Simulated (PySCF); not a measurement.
Homolysis of single bonds, series HO-X. Gas-phase values, no solvent. One relaxed conformer stands for each flexible species; it need not be the lowest. Strings in code marks are SMILES.

Calculation: B3LYP-D3(BJ)/def2-TZVP (PySCF 2.14.0). B3LYP has the VWN-RPA correlation part, as in Gaussian. 

```csv
species,highest occupied spin orbital (eV),dipole moment (D)
whole molecule (`O`),–,2.06
whole molecule (`CO`),–,1.70
radical fragment (`[CH3]`),-6.45,0.00
radical fragment (`[OH]`),-8.84,1.77
whole molecule (`CCO` (C–C–O–H torsion 59°)),–,–
radical fragment (`C[O]`),-7.50,2.07
whole molecule (`O[SiH3]`),–,1.36
radical fragment (`[SiH3]`),-6.11,0.08
```
